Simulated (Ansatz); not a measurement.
# C2H4S: the cost of one run

Program: Ansatz 0.2.0. Level of theory: the levels named in each step. These are calculated values, not measurements.

## 1. The structure to begin with

Bond lengths: C1–C2 1.480 Å, C1–S3 1.800 Å, C2–S3 1.800 Å, C1–H4 1.082 Å, C1–H5 1.082 Å, C2–H6 1.082 Å, C2–H7 1.081 Å. Angles: C1–C2–S3 65.7°, C1–C2–H6 118.7°, C1–C2–H7 118.7°, S3–C2–H6 115.0°, S3–C2–H7 115.1°, H6–C2–H7 114.6°, C2–C1–S3 65.7°, C2–C1–H4 118.7°, C2–C1–H5 118.8°, S3–C1–H4 115.0°, S3–C1–H5 115.0°, H4–C1–H5 114.5°, C1–S3–C2 48.6°.

Coordinates:

```xyz
7

C     0.7422   -0.6277   -0.5807
C    -0.7377   -0.6066   -0.6083
S    -0.0021    0.5642    0.5435
H     1.2414   -1.4590   -0.1016
H     1.2843   -0.1964   -1.4114
H    -1.2354   -0.1608   -1.4587
H    -1.2774   -1.4234   -0.1489
```

## 2. A rough first relaxation, PBE-D4/def2-SVP

This run stands in another session on the same molecule. It ended at:

```xyz
7

C     0.7468   -0.6216   -0.5746
C    -0.7420   -0.6005   -0.6026
S    -0.0023    0.5894    0.5681
H     1.2511   -1.4801   -0.0984
H     1.2943   -0.1945   -1.4325
H    -1.2446   -0.1585   -1.4801
H    -1.2879   -1.4441   -0.1461
```

## 3. Relaxation, B2PLYP/def2-TZVPP

Input file input.yaml:

```yaml
crystal:
  periodic: [false, false, false]
  atoms:
    - { symbol: C, position_ang: [0.74682427, -0.62159092, -0.57464192] }
    - { symbol: C, position_ang: [-0.74204665, -0.6005159, -0.6025723] }
    - { symbol: S, position_ang: [-0.00231683, 0.58940554, 0.56811691] }
    - { symbol: H, position_ang: [1.25105393, -1.48007473, -0.09842852] }
    - { symbol: H, position_ang: [1.29427074, -0.19446659, -1.43248344] }
    - { symbol: H, position_ang: [-1.24464401, -0.15852704, -1.48010469] }
    - { symbol: H, position_ang: [-1.28787145, -1.44413035, -0.14605604] }
basis:
  gaussian: { orbitals: def2-TZVPP }
hamiltonian:
  xc: { name: B2PLYP }
relax:
  f_tol: 0.002
  max_steps: 150
```

Run with:

```sh
$ ansatz run input.yaml --threads 4 --pin off --max-ram 10240MiB --backend cpu --events-out ev --progress --plain --runs-dir out
```

What time and memory should one allow on 4 threads of Arm Neoverse V1, shared host?

About 28 s, with a peak of 0.54 GiB.
